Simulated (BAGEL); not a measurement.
# A workflow on singlet CH3BCl+

We compute the energy (singlet CH3BCl+, HF/cc-pVDZ), then a single-point energy (doublet CH3BCl, NEVPT2(3,3)/cc-pVDZ), then the energy (doublet CH3BCl, CASPT2(3,3)/cc-pVDZ) of CH3BCl. 

Program for the calculation: BAGEL 1.2.2.

## Step 1: Starting point

The species is CH3BCl+ (6 atoms), meant as a singlet with charge +1. As SMILES of the parent species, `C[B]Cl`. The C1–H6 distance was set to 1.746 Å, away from the relaxed value. That shape belongs to the parent species and isn't relaxed for this state. At this shape a bond of the SMILES string is far longer than usual.

Bond lengths: C1–B2 1.544 Å, B2–Cl3 1.727 Å, C1–H4 1.099 Å, C1–H5 1.095 Å. Angles: C1–B2–Cl3 126.1°, B2–C1–H4 106.5°, B2–C1–H5 113.2°, H4–C1–H5 107.2°. A long bond or contact: C1–H6 1.746 Å.

## Step 2: A single-point energy at HF/cc-pVDZ (density fitting with svp-jkfit) (run 1)

Contents of calc.json:

```json
{ "bagel": [

{
  "title": "molecule",
  "basis": "cc-pvdz.json",
  "df_basis": "svp-jkfit",
  "angstrom": "true",
  "geometry": [
    { "atom": "C", "xyz": [   -0.012645,    0.343080,    0.280390 ] },
    { "atom": "B", "xyz": [    0.472555,   -1.041620,    0.760490 ] },
    { "atom": "Cl", "xyz": [    1.745055,   -1.337820,    1.890590 ] },
    { "atom": "H", "xyz": [   -0.796245,    0.659580,    0.983490 ] },
    { "atom": "H", "xyz": [    0.771455,    1.106680,    0.303090 ] },
    { "atom": "H", "xyz": [   -0.752000,    0.295400,   -1.300400 ] }
  ]
},
{
  "title": "hf",
  "charge": 1
},
{
  "title": "print",
  "file": "orbitals.molden",
  "orbitals": "true"
}

]}
```

The basis set cc-pVDZ is read from a file made from the Basis Set Exchange's data (not shown).

Launch:

```console
$ BAGEL_NUM_THREADS=1 BAGEL calc.json > calc.out
```

Standard output:

```text
* using 1 threads per process

  ===============================================================
  ===============================================================

  *** Geometry ***

  { "atom" : "C", "xyz" : [     -0.023896,      0.648327,      0.529860 ] },
  { "atom" : "B", "xyz" : [      0.893000,     -1.968377,      1.437118 ] },
  { "atom" : "Cl", "xyz" : [      3.297676,     -2.528113,      3.572697 ] },
  { "atom" : "H", "xyz" : [     -1.504685,      1.246426,      1.858527 ] },
  { "atom" : "H", "xyz" : [      1.457839,      2.091322,      0.572757 ] },
  { "atom" : "H", "xyz" : [     -1.421074,      0.558225,     -2.457400 ] },

  Number of auxiliary basis functions:      332

  Since a DF basis is specified, we compute 2- and 3-index integrals:
    o Being stored without compression. Storage requirement is 0.010 GB

  Number of basis functions:       61
  Number of electrons      :       31

    * METHOD: MOLECULE                             0.09

  *** RHF ***

  === Nuclear Repulsion ===
    74.2506803904

      * DIIS with orbital gradients will be used.

  === RHF iteration (cc-pvdz.json) ===
      0       -523.30950340          0.01327866           0.01
      1       -523.38386188          0.00668226           0.01
      2       -523.39836975          0.00165920           0.01
[... 10 lines of this table left out ...]
     13       -523.40000519          0.00000001           0.01
    * SCF iteration converged.

    * Permanent dipole moment:
           (    1.129758,    -0.063142,     0.987339) a.u.

    * METHOD: HF                                   0.25

    * METHOD: PRINT                                0.01

  ===============================================================
```

Run time: 0.46 s. Hardware: 1 thread of Arm Neoverse V1, shared host; peak memory 0.18 GiB.

## Step 3: Doublet neutral CH3BCl: a single-point energy at NEVPT2(3,3)/cc-pVDZ (density fitting with svp-jkfit) (run 2)

Contents of input.json:

```json
{ "bagel" : [

{
  "title" : "molecule",
  "basis" : "cc-pvdz.json",
  "df_basis" : "svp-jkfit",
  "angstrom" : "true",
  "geometry" : [
    { "atom" : "C", "xyz" : [   -0.012645,    0.343080,    0.280390 ] },
    { "atom" : "B", "xyz" : [    0.472555,   -1.041620,    0.760490 ] },
    { "atom" : "Cl", "xyz" : [    1.745055,   -1.337820,    1.890590 ] },
    { "atom" : "H", "xyz" : [   -0.796245,    0.659580,    0.983490 ] },
    { "atom" : "H", "xyz" : [    0.771455,    1.106680,    0.303090 ] },
    { "atom" : "H", "xyz" : [   -0.752000,    0.295400,   -1.300400 ] }
  ]
},
{
  "title" : "hf",
  "charge" : 1
},
{
  "title" : "casscf",
  "nstate" : 1,
  "nact" : 3,
  "nclosed" : 14,
  "nspin" : 1,
  "active" : [15, 16, 18],
  "maxiter" : 200,
  "natocc" : "true"
},
{
  "title" : "nevpt2",
  "nstate" : 1,
  "nact" : 3,
  "nclosed" : 14,
  "nspin" : 1,
  "active" : [15, 16, 18],
  "maxiter" : 200,
  "natocc" : "true",
  "ncore" : 7
},
{
  "title" : "print",
  "file" : "orbitals.molden",
  "orbitals" : "true"
}

]}
```

The basis set cc-pVDZ is read from a file made from the Basis Set Exchange's data (not shown).

Launch:

```console
$ BAGEL_NUM_THREADS=1 BAGEL input.json > input.out
```

Standard output:

```text
* using 1 threads per process

  ===============================================================
  ===============================================================

  *** Geometry ***

[... 30 lines left out ...]
    * SCF iteration converged.
[... 1 line left out ...]
    * Permanent dipole moment:
[... 28 lines left out ...]
    * Second-order optimization converged. *
[... 11 lines left out ...]
     * ci vector, state   0, <S^2> = 0.7500
[... 3 lines left out ...]
    * METHOD: CASSCF                               0.96

    * freezing 7 orbitals

  === DF-NEVPT2 calculation ===

    * 3-index integral transformation done
    * assembly done

      NEVPT2 correlation energy:   -0.3170062241      0.06

          (+0)     -0.2374251194
          (+0)'    -0.0165462603
          (+1)     -0.0131898155
          (+1)'    -0.0004334686
          (+2)     -0.0003752872
          (-1)     -0.0427974030
          (-1)'    -0.0006016855
          (-2)     -0.0056371846

      NEVPT2 total energy:       -524.0441782853

    * METHOD: NEVPT2                               0.10

    * METHOD: PRINT                                0.01

  ===============================================================
```

Run time: 1.5 s. Hardware: 1 thread of Arm Neoverse V1, shared host; peak memory 0.18 GiB.

## Step 4: Doublet neutral CH3BCl: the energy at CASPT2(3,3)/cc-pVDZ (density fitting with svp-jkfit) (run 3)

Contents of input.json:

```json
{ "bagel": [

{
  "title": "molecule",
  "basis": "cc-pvdz.json",
  "df_basis": "svp-jkfit",
  "angstrom": true,
  "geometry": [
    { "atom": "C", "xyz": [   -0.012645,    0.343080,    0.280390 ] },
    { "atom": "B", "xyz": [    0.472555,   -1.041620,    0.760490 ] },
    { "atom": "Cl", "xyz": [    1.745055,   -1.337820,    1.890590 ] },
    { "atom": "H", "xyz": [   -0.796245,    0.659580,    0.983490 ] },
    { "atom": "H", "xyz": [    0.771455,    1.106680,    0.303090 ] },
    { "atom": "H", "xyz": [   -0.752000,    0.295400,   -1.300400 ] }
  ]
},
{
  "title": "hf",
  "charge": 1
},
{
  "title": "casscf",
  "nstate": 1,
  "nact": 3,
  "nclosed": 14,
  "charge": 0,
  "nspin": 1,
  "active": [15, 16, 18],
  "maxiter": 200,
  "natocc": true
},
{
  "title": "print",
  "file": "orbitals.molden",
  "orbitals": true
},
{
  "title": "smith",
  "method": "caspt2",
  "ms": true,
  "xms": true,
  "sssr": true,
  "shift": 0.2,
  "shift_imag": true,
  "ncore": 7
}

]}
```

The basis set cc-pVDZ is read from a file made from the Basis Set Exchange's data (not shown).

Launch:

```console
$ BAGEL_NUM_THREADS=1 BAGEL input.json > input.out
```

Standard output:

```text
* using 1 threads per process

  ===============================================================
  ===============================================================

  *** Geometry ***

[... 32 lines left out ...]
    * Permanent dipole moment:
[... 40 lines left out ...]
     * ci vector, state   0, <S^2> = 0.7500
[... 21 lines left out ...]
       #      aibj      arbs      arbi      airj      risj      airs      arst      rist         Etot      error   time
[... 8 lines left out ...]
      ------------------------------------------------------------------------------------------------------------------

    * CASPT2 energy : state  0     -524.0515959531
        w/o shift correction       -524.0493364743
        reference weight              0.8876599574

    * METHOD: SMITH                                0.18

  ===============================================================
```

It took 1.6 s on 1 thread of Arm Neoverse V1, shared host; peak memory 0.18 GiB.

## Step 5: Summary of results

```
                                   quantity          value
            run 1, HF/cc-pVDZ: total energy  -523.40001 Eh
             run 1, HF/cc-pVDZ: HOMO energy      -17.45 eV
             run 1, HF/cc-pVDZ: LUMO energy       -6.55 eV
           run 1, HF/cc-pVDZ: HOMO–LUMO gap       10.90 eV
doublet neutral CH3BCl, run 2: total energy  -524.04418 Eh
doublet neutral CH3BCl, run 3: total energy  -524.05160 Eh
```
